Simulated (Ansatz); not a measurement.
**SiH3⁺, triplet in cc-pVDZ: errors against full CI**

Geometry: a point of a stretch scan, not a stationary point.

```yaml
atoms:
  - { symbol: Si, position_ang: [0.0000, 0.1689, -0.0204] }
  - { symbol: H, position_ang: [0.0000, -4.2489, -2.5646] }
  - { symbol: H, position_ang: [0.4393, -0.2285, 1.5666] }
  - { symbol: H, position_ang: [-0.4393, -0.2285, 1.5666] }
```

Basis cc-pVDZ; Ansatz 0.2.0. Correlated methods freeze the noble-gas cores, which leaves 6 electrons in 28 orbitals. R marks a restricted (for open shells ROHF) determinant, U an unrestricted one. Active spaces: pair = (4e, 4o) about the gap; valence = (6e, 7o) chosen from the atoms' valence shells.

Full CI is exact within this basis and frozen core; it isn't the basis-set limit. The frozen core follows each run's orbitals, which can shift R against U totals by a few meV.

For open shells CISD is restricted-active-space CI with the open shells as a complete middle space.

```
UHF ⟨S²⟩                          : 2.020
T1 diagnostic (RCCSD)             : 0.0178
largest doubles amplitude (RCCSD) : 0.107
T1 diagnostic (UCCSD)             : 0.0163
```

```json
{"level": "RHF", "E − E(full CI) (kcal/mol)": "65.54", "share of correlation (%)": "0.00", "wall time": "–"}
{"level": "UHF", "E − E(full CI) (kcal/mol)": "62.97", "share of correlation (%)": "3.92", "wall time": "–"}
{"level": "RMP2", "E − E(full CI) (kcal/mol)": "17.87", "share of correlation (%)": "72.73", "wall time": "–"}
{"level": "UMP2", "E − E(full CI) (kcal/mol)": "18.18", "share of correlation (%)": "72.27", "wall time": "–"}
{"level": "CISD", "E − E(full CI) (kcal/mol)": "3.61", "share of correlation (%)": "94.50", "wall time": "0.48 s"}
{"level": "RCCSD", "E − E(full CI) (kcal/mol)": "1.79", "share of correlation (%)": "97.27", "wall time": "–"}
{"level": "UCCSD", "E − E(full CI) (kcal/mol)": "1.71", "share of correlation (%)": "97.39", "wall time": "–"}
{"level": "RCCSD(T)", "E − E(full CI) (kcal/mol)": "0.45", "share of correlation (%)": "99.31", "wall time": "0.72 s"}
{"level": "UCCSD(T)", "E − E(full CI) (kcal/mol)": "0.45", "share of correlation (%)": "99.32", "wall time": "0.72 s"}
{"level": "BCCD(T)", "E − E(full CI) (kcal/mol)": "0.45", "share of correlation (%)": "99.31", "wall time": "0.81 s"}
{"level": "RCCSDT", "E − E(full CI) (kcal/mol)": "0.03", "share of correlation (%)": "99.95", "wall time": "–"}
{"level": "UCCSDT", "E − E(full CI) (kcal/mol)": "0.03", "share of correlation (%)": "99.95", "wall time": "–"}
{"level": "RCCSDT(Q)", "E − E(full CI) (kcal/mol)": "0.00", "share of correlation (%)": "99.99", "wall time": "2.8 s"}
{"level": "UCCSDT(Q)", "E − E(full CI) (kcal/mol)": "0.00", "share of correlation (%)": "100.00", "wall time": "2.7 s"}
{"level": "CASSCF (pair space)", "E − E(full CI) (kcal/mol)": "54.26", "share of correlation (%)": "17.22", "wall time": "–"}
{"level": "NEVPT2 (pair space)", "E − E(full CI) (kcal/mol)": "15.48", "share of correlation (%)": "76.38", "wall time": "0.48 s"}
{"level": "CASSCF (valence space)", "E − E(full CI) (kcal/mol)": "32.39", "share of correlation (%)": "50.58", "wall time": "–"}
{"level": "NEVPT2 (valence space)", "E − E(full CI) (kcal/mol)": "9.69", "share of correlation (%)": "85.22", "wall time": "0.9 s"}
{"level": "NEVPT4(SD) (valence space)", "E − E(full CI) (kcal/mol)": "1.61", "share of correlation (%)": "97.55", "wall time": "1.3 s"}
{"level": "MRCISD (valence space)", "E − E(full CI) (kcal/mol)": "1.35", "share of correlation (%)": "97.95", "wall time": "–"}
{"level": "MRCISD+Q (valence space)", "E − E(full CI) (kcal/mol)": "0.32", "share of correlation (%)": "99.51", "wall time": "1.4 s"}
```

The correlation energy at full CI, counted from RHF, is -2.842 eV. That run took 16 s on 1 thread of AMD EPYC 7R43, shared host over 5,365,800 determinants.

Times hold each run's SCF and search for its determinant on a shared host, so for small cases they say little of a method's own cost; they ran on 1 thread of AMD EPYC 7R43.

The full-CI state has the irrep A'' of Cs, in the program's axes.

Natural occupations of full CI about the gap: 1.958 1.895 1.000 0.983 0.053 0.035 0.030 0.010 0.008 0.006; effectively unpaired electrons, Σ n²(2−n)², 2.07.
